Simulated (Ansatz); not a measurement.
`B[SiH2]N`. The species carries charge 0 and has multiplicity 1. Geometry: relaxed with PBE0-D4/def2-TZVP. It is one conformer, not always the lowest.

```xyz
9

B    -1.203   -0.634    0.917
Si    0.437    0.332    0.296
N     0.533    0.390   -1.424
H    -1.826   -1.375    0.212
H    -1.567   -0.531    2.053
H     1.568   -0.386    0.984
H     0.502    1.734    0.797
H     1.277    0.896   -1.877
H     0.280   -0.426   -1.958
```

**Question.** What is the dipole moment at r2SCAN/def2-TZVPP? (Estimate.)

**Answer.** The calculation gave: 1.23 D, with components (0.41, -0.43, -1.08) D in this frame, pointing from negative to positive charge.

**Question.** And with PBE, B3LYP, ωB97M-V? (An estimate is asked.)

**Answer.** Ansatz gave: PBE 1.24 D, B3LYP 1.19 D, ωB97M-V 1.21 D.

**Question.** Give the Mulliken charges with r2SCAN, ωB97M-V, B3LYP in def2-TZVPP. (An estimate is asked.)

**Answer.** The calculation gave: 
```tsv
atom	r2SCAN	ωB97M-V	B3LYP
B1	-0.03	-0.15	-0.06
Si2	0.38	0.25	0.31
N3	-0.45	-0.37	-0.41
H4	0.01	0.08	0.05
H5	0.01	0.09	0.05
H6	-0.12	-0.08	-0.12
H7	-0.09	-0.05	-0.09
H8	0.15	0.11	0.13
H9	0.15	0.11	0.13
```

B3LYP here is the variant with VWN-RPA as its local correlation; programs differ in this.
